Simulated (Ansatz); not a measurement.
Born–Oppenheimer molecular dynamics of ClH₆NSi (9 atoms, charge 0, multiplicity 1). It starts at the highest image of a converged band, a first-order saddle point between two minima.

Theory: RKS BLYP/def2-SVP in Ansatz 0.2.0.

* ensemble: NVE (velocity Verlet)
* time step: 0.5 fs
* steps asked: 200
* starting velocities drawn for: 100 K
* seed: 9557

First frame:

```xyz
9
Properties=species:S:1:pos:R:3
Si -0.280 0.104 -0.095
Cl 0.254 0.700 2.463
H 0.773 -0.927 0.098
H 0.023 1.544 -0.315
H -0.947 -0.313 -1.403
N -1.887 -0.254 0.940
H -2.267 -1.208 0.815
H -2.646 0.420 0.747
H -1.473 -0.067 1.923
```

Q: How far do the bonds stretch over the last three quarters of this one trajectory? (Pairs bonded in most of those frames.)

A: 
```
   bond  mean (Å)  spread (Å)  shortest  longest
Si1–Cl2     2.544       0.077      2.40     2.65
 Si1–H3     1.493       0.013      1.47     1.51
 Si1–H4     1.493       0.010      1.47     1.51
 Si1–H5     1.535       0.049      1.46     1.61
 Si1–N6     1.985       0.022      1.94     2.02
  N6–H7     1.034       0.004      1.03     1.04
  N6–H8     1.033       0.003      1.03     1.04
  N6–H9     1.062       0.024      1.01     1.11
```

Mean temperature of the second half: 69 K. The conserved energy stayed within 0.074 meV per atom of its start (net change 0.0038 meV per atom), so the integration is sound. A run of 0.1 ps of so small a system gives no equilibrium averages. The orbitals stay closed-shell, which can raise the energy where a bond breaks towards radicals; this wasn't checked here.

The run took 8.5 min on 1 thread of Arm Neoverse V1, with other jobs on the host, peak memory 0.094 GiB.
